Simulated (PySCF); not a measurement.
PySCF input (M06-2X/def2-TZVPD):

```python
from pyscf import gto, scf, dft

mol = gto.M(
    atom='''
    O    -0.00000000   -0.00000000   -0.55280743
    O     0.00000000    0.00000000    0.55280743
    ''',
    basis='def2-tzvpd',
    charge=1,
    spin=1,
    symmetry='D2h',
    verbose=4,
)

mf = dft.UKS(mol, xc='m062x').density_fit(auxbasis='def2-universal-jkfit')
mf.grids.level = 4
mf.conv_tol = 1e-9
mf.max_cycle = 100
mf.max_memory = 1500
mf.kernel()
if not mf.converged:
    mf = mf.newton()
    mf.kernel(mf.make_rdm1())
mf.analyze()
```

End of the output:

```
Extra cycle  E= -149.872256654997  delta_E= -3.13e-13  |g|= 1.08e-07  |ddm|= 7.54e-07
converged SCF energy = -149.872256654997  <S^2> = 0.75342823  2S+1 = 2.0034253
**** SCF Summaries ****
Total Energy =                        -149.872256654996818
Nuclear Repulsion Energy =              30.632133054796320
One-electron Energy =                 -259.102380146087171
Two-electron Energy =                   78.597990436294012
Two-electron Coulomb Energy =           95.169106485060681
DFT Exchange-Correlation Energy =      -16.571116048766672
HOMO-LUMO gap [eV] =                     7.860958277184376
Wave-function symmetry = B2g
alpha occupancy for each irrep:     Ag  B1g  B2g  B3g   Au  B1u  B2u  B3u
                                     3    0    1    0    0    2    1    1
beta  occupancy for each irrep:     Ag  B1g  B2g  B3g   Au  B1u  B2u  B3u
                                     3    0    0    0    0    2    1    1
**** MO energy ****
alpha MO #1 (Ag #1), energy= -20.3139706549665 occ= 1
alpha MO #2 (B1u #1), energy= -20.31302199298 occ= 1
alpha MO #3 (Ag #2), energy= -2.00914997286939 occ= 1
alpha MO #4 (B1u #2), energy= -1.3660502533979 occ= 1
alpha MO #5 (B3u #1), energy= -1.16980820017467 occ= 1
alpha MO #6 (Ag #3), energy= -1.11018085685575 occ= 1
alpha MO #7 (B2u #1), energy= -1.10672369104816 occ= 1
alpha MO #8 (B2g #1), energy= -0.820754912826041 occ= 1
alpha MO #9 (B3g #1), energy= -0.531870022089249 occ= 0
alpha MO #10 (Ag #4), energy= -0.172177315404355 occ= 0
alpha MO #11 (B1u #3), energy= -0.136057125008875 occ= 0
alpha MO #12 (B2u #2), energy= -0.131645252588962 occ= 0
alpha MO #13 (B3u #2), energy= -0.131283926507385 occ= 0
alpha MO #14 (Ag #5), energy= -0.0681103412880404 occ= 0
alpha MO #15 (B2g #2), energy= -0.0526262836401198 occ= 0
alpha MO #16 (B3g #2), energy= -0.0493224324867846 occ= 0
alpha MO #17 (B1u #4), energy= 0.0089638766315403 occ= 0
alpha MO #18 (Ag #6), energy= 0.0541083782492748 occ= 0
alpha MO #19 (B1g #1), energy= 0.0549993002479849 occ= 0
alpha MO #20 (B1u #5), energy= 0.0888441895746084 occ= 0
alpha MO #21 (Ag #7), energy= 0.175952454787236 occ= 0
alpha MO #22 (B2u #3), energy= 0.232399414509106 occ= 0
alpha MO #23 (B3u #3), energy= 0.23978589168637 occ= 0
alpha MO #24 (B3g #3), energy= 0.24321534064142 occ= 0
alpha MO #25 (B2g #3), energy= 0.244755828634155 occ= 0
alpha MO #26 (B1u #6), energy= 0.247429180452199 occ= 0
alpha MO #27 (Au #1), energy= 0.2575918794366 occ= 0
alpha MO #28 (B1u #7), energy= 0.259528772230733 occ= 0
alpha MO #29 (B3u #4), energy= 0.261543283555612 occ= 0
alpha MO #30 (B2u #4), energy= 0.262872259309131 occ= 0
alpha MO #31 (Ag #8), energy= 0.354669187895183 occ= 0
alpha MO #32 (B1u #8), energy= 0.53839070123265 occ= 0
alpha MO #33 (Ag #9), energy= 0.620308570497158 occ= 0
alpha MO #34 (B2g #4), energy= 0.658151926150873 occ= 0
alpha MO #35 (B3g #4), energy= 0.658778928856446 occ= 0
alpha MO #36 (B1u #9), energy= 0.97612256385586 occ= 0
alpha MO #37 (Ag #10), energy= 1.0874041646601 occ= 0
alpha MO #38 (B1g #2), energy= 1.08928883734469 occ= 0
alpha MO #39 (B3u #5), energy= 1.16124528397947 occ= 0
alpha MO #40 (B2u #5), energy= 1.16477712461178 occ= 0
alpha MO #41 (B1u #10), energy= 1.48521602575575 occ= 0
alpha MO #42 (Au #2), energy= 1.48757569690331 occ= 0
alpha MO #43 (Ag #11), energy= 1.64092360440384 occ= 0
alpha MO #44 (B3g #5), energy= 1.85912388525525 occ= 0
alpha MO #45 (B2g #5), energy= 1.85979671840921 occ= 0
alpha MO #46 (B1u #11), energy= 2.10066968103855 occ= 0
alpha MO #47 (B3u #6), energy= 2.15305748960586 occ= 0
alpha MO #48 (B2u #6), energy= 2.18252887966134 occ= 0
alpha MO #49 (Ag #12), energy= 2.44610116895388 occ= 0
alpha MO #50 (B2g #6), energy= 2.71085469936686 occ= 0
alpha MO #51 (B3g #6), energy= 2.73210609725315 occ= 0
alpha MO #52 (B1u #12), energy= 2.88933568970849 occ= 0
alpha MO #53 (Ag #13), energy= 2.89482193460042 occ= 0
alpha MO #54 (B1u #13), energy= 3.75752692687406 occ= 0
alpha MO #55 (B1g #3), energy= 4.11389671382251 occ= 0
alpha MO #56 (Ag #14), energy= 4.11530557377204 occ= 0
alpha MO #57 (B2u #7), energy= 4.33922919968823 occ= 0
alpha MO #58 (B3u #7), energy= 4.34791909582458 occ= 0
alpha MO #59 (B2u #8), energy= 4.40880329326403 occ= 0
alpha MO #60 (B3u #8), energy= 4.41253740823903 occ= 0
alpha MO #61 (B3g #7), energy= 4.77892256063511 occ= 0
alpha MO #62 (B2g #7), energy= 4.7834585454269 occ= 0
alpha MO #63 (Ag #15), energy= 4.80482706596848 occ= 0
alpha MO #64 (B1u #14), energy= 5.49301741028732 occ= 0
alpha MO #65 (Au #3), energy= 5.49920837476223 occ= 0
alpha MO #66 (Ag #16), energy= 5.73912104913126 occ= 0
alpha MO #67 (B1g #4), energy= 5.75258063410187 occ= 0
alpha MO #68 (B2g #8), energy= 5.90985946610785 occ= 0
alpha MO #69 (B3g #8), energy= 5.92215496836598 occ= 0
alpha MO #70 (B1u #15), energy= 5.9302285670848 occ= 0
alpha MO #71 (Au #4), energy= 5.9386442295674 occ= 0
alpha MO #72 (B1u #16), energy= 6.08792753112386 occ= 0
alpha MO #73 (B3u #9), energy= 6.16366939636625 occ= 0
alpha MO #74 (B2u #9), energy= 6.16964857684932 occ= 0
alpha MO #75 (B3g #9), energy= 7.06771487314257 occ= 0
alpha MO #76 (B2g #9), energy= 7.08236212801462 occ= 0
alpha MO #77 (Ag #17), energy= 7.214389464301 occ= 0
alpha MO #78 (B1u #17), energy= 8.02921068765529 occ= 0
alpha MO #79 (Ag #18), energy= 43.1226792410239 occ= 0
alpha MO #80 (B1u #18), energy= 43.7022663688627 occ= 0
beta  MO #1 (Ag #1), energy= -20.2996934676982 occ= 1
beta  MO #2 (B1u #1), energy= -20.2985027249779 occ= 1
beta  MO #3 (Ag #2), energy= -1.97268193142773 occ= 1
beta  MO #4 (B1u #2), energy= -1.30903470854512 occ= 1
beta  MO #5 (B2u #1), energy= -1.08319776750123 occ= 1
beta  MO #6 (Ag #3), energy= -1.08245650258399 occ= 1
beta  MO #7 (B3u #1), energy= -1.04696398732903 occ= 1
beta  MO #8 (B3g #1), energy= -0.505501515897544 occ= 0
beta  MO #9 (B2g #1), energy= -0.468058952101675 occ= 0
beta  MO #10 (Ag #4), energy= -0.168761408556534 occ= 0
beta  MO #11 (B1u #3), energy= -0.132131414202533 occ= 0
beta  MO #12 (B2u #2), energy= -0.128461206824619 occ= 0
beta  MO #13 (B3u #2), energy= -0.12295937006899 occ= 0
beta  MO #14 (Ag #5), energy= -0.0656973442776518 occ= 0
beta  MO #15 (B3g #2), energy= -0.0462115488642147 occ= 0
beta  MO #16 (B2g #2), energy= -0.0402101423693166 occ= 0
beta  MO #17 (B1u #4), energy= 0.0237190750920959 occ= 0
beta  MO #18 (B1g #1), energy= 0.0559576962433005 occ= 0
beta  MO #19 (Ag #6), energy= 0.0560999641385607 occ= 0
beta  MO #20 (B1u #5), energy= 0.0933200140876806 occ= 0
beta  MO #21 (Ag #7), energy= 0.174971705934865 occ= 0
beta  MO #22 (B2u #3), energy= 0.231145493645271 occ= 0
[...]
```
